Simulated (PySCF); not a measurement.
Isomers of C5H9N. Method used: TDDFT PBE0/def2-SVPD, vertical, gas phase, core orbitals frozen in the response (PySCF 2.14.0, density-fitted response routines). Geometries: GFN2-xTB; one conformer of each isolated species. Triplets are in the Tamm–Dancoff approximation.

Task: Rank by computed S1–T1 gap, lowest first.
A. `[H]/N=C(/C)C(=C)C`
B. `CCCCC#N`
C. `C=CCCN=C`
D. `NCCC1C=C1`

Result: C (0.85 eV), A (1.02 eV), B (1.38 eV), D (1.86 eV).

```json
{"SMILES": "C=CCCN=C", "S1−T1 (eV)": "0.85", "S1 (eV)": "4.88", "T1 (eV)": "4.03", "S1 mainly": "H→L (97%)", "T1 mainly": "H→L (95%)", "f(S1)": "0.001"}
{"SMILES": "[H]/N=C(/C)C(=C)C", "S1−T1 (eV)": "1.02", "S1 (eV)": "4.64", "T1 (eV)": "3.62", "S1 mainly": "H→L (80%)", "T1 mainly": "H→L (75%)", "f(S1)": "0.003"}
{"SMILES": "CCCCC#N", "S1−T1 (eV)": "1.38", "S1 (eV)": "7.85", "T1 (eV)": "6.47", "S1 mainly": "H→L (28%)", "T1 mainly": "H-1→L+3 (20%)", "f(S1)": "0.000"}
{"SMILES": "NCCC1C=C1", "S1−T1 (eV)": "1.86", "S1 (eV)": "5.87", "T1 (eV)": "4.00", "S1 mainly": "H→L (94%)", "T1 mainly": "H-1→L (91%)", "f(S1)": "0.003"}
```

H and L stand for HOMO and LUMO. For `CCCCC#N` and `NCCC1C=C1` the leading configurations of S1 and T1 differ. Singlets come from full response and triplets from the Tamm–Dancoff approximation.
